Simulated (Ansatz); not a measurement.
## AlH3 (SMILES [AlH3]): methods side by side

The species is AlH3 (4 atoms), meant as a singlet with charge 0. As SMILES, `[AlH3]`. The shape is that of a PBE0-D4/def2-TZVP optimisation.

```xyz
4

Al    0.0137   -0.0148   -0.0051
H     0.6332    0.6709    1.2836
H    -1.3408   -0.8320    0.1051
H     0.7494    0.1157   -1.4039
```

Quantity: the energy change with the Al1–H3 bond stretched from 1.586 to 1.982 Å, in eV. The values are calculated.

| level | kind | program | value (eV) |
| --- | --- | --- | --- |
| HF/6-31G* (spherical functions) (restricted) | Hartree–Fock | Ansatz | 0.73 |
| SVWN5/6-31G* (spherical functions) (restricted) | LDA | Ansatz | 0.57 |
| BLYP/6-31G* (spherical functions) (restricted) | GGA | Ansatz | 0.58 |
| BHLYP/6-31G* (spherical functions) (restricted) | global hybrid | Ansatz | 0.72 |
| wB97X/6-31G* (spherical functions) (restricted) | range-separated hybrid | Ansatz | 0.67 |
| B2PLYP/6-31G* (spherical functions) (restricted) | double hybrid | Ansatz | 0.67 |
| RPA@PBE/6-31G* (spherical functions) (restricted) | RPA | Ansatz | 0.59 |
| BCCD(T)/6-31G* (spherical functions) (restricted) | coupled cluster or CI | Ansatz | 0.60 |
| FCI/3-21G | exact in the basis | Ansatz | 0.49 |

The first shape isn't each level's own minimum. The values span 0.49 to 0.73 eV. High-level rows in very small sets aren't better than simpler rows in larger ones.
